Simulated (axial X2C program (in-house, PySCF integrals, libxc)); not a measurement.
**FPF⁺: bond lengths and stretches, held linear**

An exercise on one series of results from a longer session: the logs are not shown, and one member is left open.

Method: all-electron X2C, two-component (2c) or spin-free, F dyall-av3z, P dyall-v3z; program: an in-house X2C program for linear molecules on PySCF integrals.

All values are calculated.

2 further runs of the same task are left out: 2 set aside as unsound or not needed.

The first run:

The input, task.json:

```json
{
 "zs": [
  9,
  15,
  9
 ],
 "q": 1,
 "bas": [
  "dyall-av3z",
  "dyall-v3z",
  "dyall-av3z"
 ],
 "r0": [
  1.75,
  1.75
 ],
 "symm": 1,
 "scan": [
  "PBE0",
  "HF",
  "LDA"
 ],
 "levels": [
  "PBE0",
  "HF",
  "TPSSh"
 ],
 "nst": 2
}
```

Keys: zs atomic numbers; q charge; bas basis sets; r0 starting distance in Å; symm equal bonds; scan levels of the two-bond scan (MP2 follows by itself at each HF point); levels methods; nst determinants followed.

Started as:

```console
python solin.py task.json out
```

Masses F 18.998, P 30.974, F 18.998 u.

Among the steps run: Scan at PBE0, 2c; Scan at HF, 2c; Scan at LDA, 2c.

One of the session's tables, all rows but one given; the rest of the session is left out.

```
          level  r(F–P) (Å)  r(P–F) (Å)  lower stretch (cm⁻¹)  upper stretch (cm⁻¹)
       PBE0, 2c       1.554       1.554                 728.7                 997.3
         HF, 2c       1.518       1.518                 784.1                1048.3
        LDA, 2c       1.564       1.564                 701.0                 968.4
        MP2, 2c           ?           ?                     ?                     ?
PBE0, spin-free       1.554       1.554                 728.7                 997.1
  HF, spin-free       1.518       1.518                 784.1                1048.0
 LDA, spin-free       1.564       1.564                 701.0                 968.1
 MP2, spin-free       1.558       1.558                 726.3                1001.5
```

**Question.** Estimate the row for MP2, 2c.

As computed: r(F–P) (Å): 1.558; r(P–F) (Å): 1.558; lower stretch (cm⁻¹): 726.3; upper stretch (cm⁻¹): 1001.7.

Scans not shown above were run alike.

MP2 freezes inner shells (threshold -2 hartree). The molecule was held linear; bending was not examined, so a bent shape may lie lower.
